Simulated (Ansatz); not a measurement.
`C#CC(=N)S` → `c1cscn1`  (isomerisation)

Calculated with Ansatz (gas phase, PBE0-D4/def2-TZVP geometries, no zero-point term in ΔE). CCSD(T)/CBS adds triple-zeta CCSD(T) − MP2 to the extrapolated MP2 energy (def2 sets, frozen cores). DFT in def2-TZVPP. Each species was taken in one conformer, which may not be the lowest.

| level | ΔE (kJ/mol) |
| --- | --- |
| CAM-B3LYP-D4 | -204.2 |
| ωB97X-V | -216.5 |
| ωB97M-V | -207.2 |
| BLYP | -181.1 |
| PBE0 | -226.5 |
| r2SCANh | -222.4 |
| LC-ωPBE | -226.2 |
| MP2/CBS(def2) | -219.1 |

What does CCSD(T)/CBS give? (An estimate is asked.)

Ansatz gave: -201.9 kJ/mol. The listed levels differ from it by -2.3, -14.6, -5.3, 20.8, -24.6, -20.5, -24.3, -17.2 kJ/mol.

What do rigid-rotor, harmonic-oscillator terms from PBE0-D4/def2-TZVP frequencies (298.15 K, 1 bar) make of the CCSD(T)/CBS value? (An estimate is asked.)

The calculation gave: ΔZPE = +14.5 kJ/mol, ΔH = -192.1 kJ/mol, ΔS = -33 J/(mol·K), ΔG = -182.3 kJ/mol.

Largest T1 diagnostic among the species: 0.015.

The D4 term adds −3.9 kJ/mol with B3LYP and −1.6 kJ/mol with PBE0; it sums over pairs of atoms, weighted by their polarisabilities, and B3LYP, whose exchange is more repulsive, gets the larger term. From BLYP to BHLYP (50 % exact exchange), in def2-TZVPP and without D4, ΔE moves by −20.5 kJ/mol.

B3LYP here is the variant with VWN-RPA as its local correlation; programs differ in this.
